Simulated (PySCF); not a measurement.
Species: silylphosphane, H5PSi.
Bonds: Si1–P2. Hydrogens: H3, H4, H5 on Si1; H6, H7 on P2.

Method: PySCF 2.14.0, PBE0-D3(BJ)/def2-SVP geometry optimisation, gas phase; density fitting, grid level 1; the optimiser is geomeTRIC in internal coordinates, started from a GFN2-xTB structure.

Step 1: E = -17235.3164 eV
```
atom  x, y, z in Å  |  force x, y, z in eV/Å
Si1    -0.8232    0.0867   -0.0737   -0.034  -0.019   0.058
P2      1.3629   -0.1287   -0.6181    0.132   0.030  -0.043
H3     -1.6150   -0.7746   -1.0051   -0.006   0.030   0.042
H4     -1.1998    1.5197   -0.2778   -0.011  -0.045  -0.021
H5     -1.1352   -0.3083    1.3363   -0.006   0.031  -0.037
H6      1.6087   -1.2328    0.2567   -0.034   0.020  -0.018
H7      1.8084    0.8479    0.3275   -0.042  -0.048   0.020
```

Step 2: E = -17235.3193 eV
```
atom  x, y, z in Å  |  force x, y, z in eV/Å
Si1    -0.8186    0.0867   -0.0738   -0.009  -0.011   0.010
P2      1.3716   -0.1221   -0.6227    0.041   0.034  -0.004
H3     -1.6166   -0.7766   -0.9957   -0.005   0.001   0.018
H4     -1.2034    1.5148   -0.2868   -0.005  -0.013  -0.018
H5     -1.1312   -0.2988    1.3369    0.010   0.019  -0.006
H6      1.6052   -1.2348    0.2437   -0.016   0.003  -0.017
H7      1.7997    0.8406    0.3443   -0.015  -0.033   0.016
```

Step 3: E = -17235.3225 eV
```
atom  x, y, z in Å  |  force x, y, z in eV/Å
Si1    -0.8121    0.0889   -0.0761    0.010   0.006  -0.040
P2      1.3836   -0.1033   -0.6275   -0.062   0.030   0.039
H3     -1.6172   -0.7883   -0.9766    0.007  -0.027  -0.003
H4     -1.2142    1.5079   -0.3105    0.002   0.013  -0.008
H5     -1.1152   -0.2749    1.3407    0.018   0.007   0.023
H6      1.5962   -1.2416    0.2098    0.005  -0.022  -0.018
H7      1.7854    0.8211    0.3862    0.020  -0.006   0.008
```

Step 4: E = -17235.3246 eV
```
atom  x, y, z in Å  |  force x, y, z in eV/Å
Si1    -0.8093    0.0932   -0.0780    0.017   0.014  -0.045
P2      1.3889   -0.0839   -0.6270   -0.089   0.022   0.048
H3     -1.6119   -0.8041   -0.9604    0.015  -0.034  -0.011
H4     -1.2271    1.5038   -0.3334    0.003   0.019  -0.003
H5     -1.1011   -0.2503    1.3459    0.011   0.003   0.027
H6      1.5879   -1.2504    0.1738    0.011  -0.027  -0.018
H7      1.7793    0.8015    0.4251    0.031   0.004   0.001
```

Task: Estimate the geometry and energy of step 5. (The exact step hangs on the optimiser's Hessian estimate; all steps are aligned on step 4, rigid shifts and turns removed.)

Result: E = -17235.3274 eV, largest force 0.079 eV/Å
```
atom  x, y, z in Å  |  force x, y, z in eV/Å
Si1    -0.8080    0.1031   -0.0790    0.017   0.019  -0.022
P2      1.3919   -0.0487   -0.6206   -0.071   0.004   0.033
H3     -1.5931   -0.8360   -0.9334    0.018  -0.027  -0.013
H4     -1.2533    1.4978   -0.3728    0.000   0.014   0.003
H5     -1.0841   -0.2044    1.3567   -0.006   0.000   0.016
H6      1.5742   -1.2663    0.1053    0.011  -0.018  -0.011
H7      1.7791    0.7644    0.4897    0.031   0.008  -0.006
```

The energy changes by -0.0028 eV. The first-order estimate −F·Δx gives -0.0040 eV and the mean of the old and new forces, exact on a quadratic surface, -0.0027 eV. The step makes an angle of 77° with the force vector and moves no atom by more than 0.074 Å.

The cost below is that of the whole optimisation. The run took 8.3 s wall on an Intel Xeon at 2.60 GHz with one thread, no GPU, on a shared host, and the process peaked at 0.27 GiB of memory.
